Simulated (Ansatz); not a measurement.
Results of Hartree–Fock in Ansatz (plane waves, PAW) for zinc-blende BeSe.

Numerical settings: plane-wave cutoff 460 eV, 8×8×8 k mesh, Fermi–Dirac smearing 0.01 eV, scalar-relativistic PAW data made under PBE.

Properties against volume:

| V (Å³/atom) | P (GPa) | direct gap at Γ (eV) | smallest gap on the k mesh (eV) |
|---|---|---|---|
| 16.948 | 5.89 | 12.239 | 9.366 |
| 17.209 | 4.41 | 12.091 | 9.394 |
| 17.662 | 2.07 | 11.840 | 9.439 |
| 18.077 | 0.16 | 11.619 | 9.475 |
| 18.567 | -1.85 | 11.369 | 9.513 |
| 19.020 | -3.49 | 11.146 | 9.544 |

The fundamental gap (9.48 eV at the equilibrium volume, on the SCF mesh) lies elsewhere than Γ–Γ.

Spin–orbit coupling is not included.

Ansatz is an electronic-structure program.
